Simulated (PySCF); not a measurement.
# One shape, several levels: SiH2F− (SMILES F[SiH2-])

Wanted: a comparison of 6 runs (B2PLYP/STO-3G, r2SCAN/STO-3G, UMP2/STO-3G, CCSDT/STO-3G, UCCSD(T)/STO-3G, FCI/STO-3G) of SiH2F−. 

The calculation is run with PySCF 2.14.0.

9 further runs of the same task are left out: 9 set aside as unsound or not needed.

## (1) The system as given

The species is SiH2F− (4 atoms), meant as a singlet with charge -1. SMILES: `F[SiH2-]`. The Si2–H3 distance was set to 2.752 Å, away from the relaxed value. At this shape a bond of the SMILES string is far longer than usual.

Bond lengths: F1–Si2 1.722 Å, Si2–H4 1.529 Å. Angles: F1–Si2–H4 96.1°.

## (2) A single-point energy at B2PLYP/STO-3G (run 1)

Input file job.py:

```python
from pyscf import gto, dft, mp

molecule = gto.M(
    atom='''
F      3.933085    -0.281711    -1.174085
Si     1.404178    -2.327226    -1.280288
H     -2.240006     1.244063    -0.270760
H      1.761620    -3.396811     1.379086
''',
    verbose=3,
    basis='sto-3g',
    max_memory=1860,
    unit='bohr',
    charge=-1,
)

mf = dft.RKS(molecule, xc='0.53*HF + 0.47*B88, 0.73*LYP')
mf.conv_tol = 1e-10
mf.grids.level = 5
mf.kernel()
if not mf.converged:
    mf = mf.newton().run(mf.mo_coeff, mf.mo_occ)

pt = mp.MP2(mf, frozen=6).run()
etot = mf.e_tot + 0.27 * pt.e_corr
print('PT2 part  %.8f' % (0.27 * pt.e_corr))
print('E(%s) = %.9f' % ('B2PLYP', etot))
```

Started as:

```bash
OMP_NUM_THREADS=1 python job.py
```

The log of the run:

```text
converged SCF energy = -385.102001358173
E(RMP2) = -385.218052849778  E_corr = -0.116051491604547
E(SCS-RMP2) = -385.232797757782  E_corr = -0.130796399609034
PT2 part  -0.03133390
E(B2PLYP) = -385.133335261
```

It took 1.9 s on 1 thread of Arm Neoverse V2, shared host; peak memory 0.18 GiB.

## (3) The energy at r2SCAN/STO-3G (run 2)

Input file job.py:

```python
from pyscf import gto, dft

molecule = gto.M(
    atom=[
    ('F', (2.081299, -0.149075, -0.621299)),
    ('Si', (0.743059, -1.231515, -0.677499)),
    ('H', (-1.185360, 0.658330, -0.143280)),
    ('H', (0.932209, -1.797515, 0.729781)),
],
    max_memory=1860,
    basis='sto-3g',
    charge=-1,
    spin=0,
    verbose=4,
)

mf = dft.RKS(molecule, xc='r2scan')
mf.grids.level = 5
mf.conv_tol = 1e-10
mf.kernel()
if not mf.converged:
    mf = mf.newton().run(mf.mo_coeff, mf.mo_occ)

e_final = mf.e_tot
print('E(%s) = %.9f' % ('R2SCAN', e_final))
```

Started as:

```bash
OMP_NUM_THREADS=1 python job.py
```

The log of the run:

```text
PySCF version 2.14.0

[... 81 lines left out ...]
converged SCF energy = -385.365151781251
E(R2SCAN) = -385.365151781
```

It took 3.3 s on 1 thread of Arm Neoverse V2, shared host; peak memory 0.19 GiB.

Runs 3 to 5 aren't shown in full; the table further down has their settings and results.

## (4) The energy at FCI/STO-3G (run 6)

Input file calc.py:

```python
from pyscf import gto, scf, mcscf
from pyscf import fci

molecule = gto.M(
    atom='''
F      2.081299    -0.149075    -0.621299
Si     0.743059    -1.231515    -0.677499
H     -1.185360     0.658330    -0.143280
H      0.932209    -1.797515     0.729781
''',
    charge=-1,
    max_memory=1860,
    verbose=4,
    spin=0,
    basis='sto-3g',
)

calc0 = scf.RHF(molecule)
calc0.conv_tol = 1e-10
calc0.kernel()
if not calc0.converged:
    calc0 = calc0.newton().run(calc0.mo_coeff, calc0.mo_occ)

cas = mcscf.CASCI(calc0, calc0.mo_coeff.shape[-1] - 6, (molecule.nelec[0] - 6, molecule.nelec[1] - 6))  # full CI above the frozen core
cas.fcisolver = fci.direct_spin0.FCI(molecule)  # even spin states alone
cas.kernel()
print('<S^2> = %.4f' % cas.fcisolver.spin_square(cas.ci, cas.ncas, cas.nelecas)[0])
e_final = cas.e_tot
print('E = %.10f Eh' % e_final)
```

Started as:

```bash
OMP_NUM_THREADS=1 python calc.py
```

The log of the run:

```text
PySCF version 2.14.0

[... 58 lines left out ...]
converged SCF energy = -384.416694608865
[... 1 line left out ...]
******** <class 'pyscf.mcscf.casci.CASCI'> ********
CAS (7e+7e, 10o), ncore = 6, nvir = 0
natorb = False
canonicalization = True
sorting_mo_energy = False
******** <class 'pyscf.fci.direct_spin0.FCISolver'> ********
max. cycles = 100
conv_tol = 1e-10
davidson only = False
linear dependence = 1e-14
level shift = 0.001
max iter space = 12
nroots = 1
pspace_size = 400
spin = None
Density matrix diagonal elements [1.99790812 1.98572518 1.98871219 1.98796746 1.9765371  1.96577095
 1.76818511 0.25218785 0.04175461 0.03525143]
CASCI converged
CASCI E = -384.516538720470  E(CI) = -41.4112384781733  S^2 = 0.0000000
<S^2> = 0.0000
E = -384.5165387205 Eh
```

Wall time 0.74 s (1 thread of Arm Neoverse V2, shared host); peak memory 0.12 GiB.

## (5) Overview of the runs

```
run            level  frozen core orbitals  integration grid  energy (Eh)  HOMO energy (eV)  LUMO energy (eV)  HOMO–LUMO gap (eV)  wall time
  1    B2PLYP/STO-3G                     6                 5  -385.133335              5.25             11.24                5.99      1.9 s
  2    r2SCAN/STO-3G                     –                 5  -385.365152              6.81              9.50                2.69      3.3 s
  3      UMP2/STO-3G                     6                 –  -384.482236              4.64             13.97                9.33     0.66 s
  4     CCSDT/STO-3G                     6                 –  -384.516709              3.91             13.23                9.32     0.77 s
  5  UCCSD(T)/STO-3G                     6                 –  -384.515713              4.64             13.97                9.33      0.8 s
  6       FCI/STO-3G                     6                 –  -384.516539              3.91             13.23                9.32     0.74 s
```

## (6) Summary of results

| quantity | value |
| --- | --- |
| run 6: total energy | -384.51654 Eh |
| run 6: HOMO energy (Hartree–Fock orbitals) | 3.91 eV |
| run 6: LUMO energy (Hartree–Fock orbitals) | 13.23 eV |
| run 6: HOMO–LUMO gap (to an unbound level, set by the basis) | 9.32 eV |
| run 6: correlation energy (6 core orbitals frozen) | -99.8 mEh |

What this shows: Against full CI in this basis: UMP2 +34.3 mEh; CCSDT -0.2 mEh; UCCSD(T) +0.8 mEh. Totals of different functionals can't be ranked against each other. In runs 1, 2, 3, 4, 5, 6 the HOMO lies above zero, so the outermost electron may be held by the basis alone. In runs 1, 2, 3, 4, 5, 6 the basis is minimal, so the values are rough. Spin contamination of the reference: run 3 ⟨S²⟩ = 0.73, run 5 ⟨S²⟩ = 0.73. Where it is this large, the reference is a mixture of spin states, and values that rest on it are in doubt. All runs together took 8.2 s, the longest 3.3 s.
